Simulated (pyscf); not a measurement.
A first-order saddle from PySCF, ωB97X-D3(BJ)/def2-SVP:

```xyz
6

F     -0.3727     0.2050     1.2364
B     -1.4995    -0.5444     0.4752
F     -1.2102    -1.8293     0.3297
F     -2.6978    -0.1534     0.8833
F     -1.0228     0.2837    -0.7486
H     -0.3304     0.6054     0.1383
```

Surface: singlet, charge 0. Lowest wavenumbers (cm⁻¹): 1004i, 286, 396, 418, 462.

Which two sides does it connect, and which bonds change?

`[FH]` + `[F][B]([F])[F]` ⇌ `[F][B]([F])[F]` + `[FH]`, a four-centre exchange read from left to right: F–H, B–F broken and B–F, F–H formed. At CCSD(T)/def2-TZVPP + ΔMP2(QZVPP) it lies +20.3 kcal/mol from the left side and +20.3 kcal/mol from the right (each side as separated species at their lowest minima found). This is the saddle that the search found; another between the same sides may lie lower. The CCSD(T) − MP2 part came from Ansatz, without density fitting, on the same reference.
